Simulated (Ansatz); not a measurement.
System: 2H WS₂. Method: PBE (Ansatz, a quantum-chemistry and plane-wave program, plane waves, PAW).

Numerical settings: plane-wave cutoff 520 eV, 12×12×4 k mesh (along the axes of the cell as run), no spin polarisation, scalar-relativistic PAW data made under PBE.

Computed at the level's own relaxed cell.

Problem. Predict the Voigt–Reuss–Hill shear modulus (Hill average), Poisson ratio, elastic constant C12, elastic constant C11, elastic constant C13, elastic constant C33, elastic constant C44 and elastic constant C66.

Solution. 
* **Voigt–Reuss–Hill shear modulus (Hill average)**: 19.6 GPa
* **Poisson ratio**: 0.210
* **elastic constant C12**: 42.3 GPa
* **elastic constant C11**: 195 GPa
* **elastic constant C13**: 0.54 GPa
* **elastic constant C33**: 1.59 GPa
* **elastic constant C44**: 0.33 GPa
* **elastic constant C66**: 76.2 GPa

Measured, for comparison: elastic constant C33 60 ± 5 GPa (temperature not stated, not corrected to a static lattice; as tabulated in Björkman et al. (2012), arXiv:1206.3542). Computed (rounded) less measured: elastic constant C33 -97 %.

Note: the cell comes from a level without a dispersion term, which matters for the spacing of layers, chains or molecules; the cell has widely spaced layers and the level no dispersion term, so their spacing and the moduli can rest on weak binding.

Elastic constants are with the ions relaxed.

Spin–orbit coupling is not included.

Cost on a shared machine: roughly 24 core-minutes.
